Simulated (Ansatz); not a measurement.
## Ansatz (development build ahead of 0.2.0) run

```yaml
crystal:
  periodic: [false, false, false]
  atoms:
    - { symbol: H, position_ang: [0.0, 0.0, 2.1293] }
    - { symbol: "N", position_ang: [0.0, 0.0, 1.1187] }
    - { symbol: C, position_ang: [0.0, 1.1245, 0.3336] }
    - { symbol: C, position_ang: [0.0, -1.1245, 0.3336] }
    - { symbol: C, position_ang: [0.0, 0.7084, -0.9838] }
    - { symbol: C, position_ang: [0.0, -0.7084, -0.9838] }
    - { symbol: H, position_ang: [0.0, -2.1129, 0.7705] }
    - { symbol: H, position_ang: [0.0, 1.3573, -1.8491] }
    - { symbol: H, position_ang: [0.0, -1.3573, -1.8491] }
basis:
  gaussian: { orbitals: def2-TZVP }
magnetization:
  spin_polarized: true
  initial_magnetization: 1
hamiltonian:
  xc: hf
```

The input is written out in the form of the current development build from the run's settings.

Results

```json
{"Converged": "yes", "Total energy": "-208.22927 hartree", "Spin squared of the determinant": "1.011", "Stability test": "minimum"}
```

Caution: the unrestricted determinant is spin contaminated.
